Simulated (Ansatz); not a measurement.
# ClH: the interaction energy of a dimer with the counterpoise correction

Run with the Python package of Ansatz (0.2.0).

`clh_dimer.py`
```python
"""Interaction energy of two ClH molecules, with the counterpoise correction."""

import ansatz as az
import numpy as np

FIRST = [
    ("H", (0.0, 0.0, -0.645)),
    ("Cl", (0.0, 0.0, 0.645)),
]
SECOND = [
    ("H", (3.1562, -1.989, 1.2516)),
    ("Cl", (2.5925, -0.8346, 1.3686)),
]

def energy(atoms, ghosts=()):
    molecule = az.Crystal.molecule()
    for symbol, xyz in atoms:
        molecule = molecule.atom(symbol, xyz)
    calc = (
        molecule.calculation()
        .basis(gaussian="aug-cc-pVDZ")
        .correlation("CCSD(T)")
    )
    deck = calc.input()
    if ghosts:
        deck = deck.set(az.key.basis.gaussian.ghost_atoms, [{"symbol": s, "position_ang": list(xyz)} for s, xyz in ghosts])
    return az.Session.from_dict(deck).plan().execute().report["free_energy_ev"]

# monomers in their own basis and in the basis of the dimer
direction = np.array([0.8307, -0.408, 0.3787])
print("shift (A)   counterpoise-corrected interaction (kcal/mol)")
for shift in (-0.3, 0.0, 0.4, 1.0, 2.0):
    moved = [(s, tuple(np.round(np.array(xyz) + shift * direction, 4))) for s, xyz in SECOND]
    gain = energy(FIRST + moved) - energy(FIRST, moved) - energy(moved, FIRST)
    print(f"{shift:8.2f} {23.060548 * gain:14.3f}")
```

`python clh_dimer.py` gives:
```text
shift (A)   counterpoise-corrected interaction (kcal/mol)
   -0.30         27.559
    0.00         10.286
    0.40          2.354
    1.00          0.075
    2.00         -0.041
```

The dimer is a generated trial pose of unrelaxed monomers, not a minimum, so the figure is no binding energy, and the basis set is small. Run time: 17 s on 1 thread of Arm Neoverse V1 (shared host), peak memory 0.25 GiB.
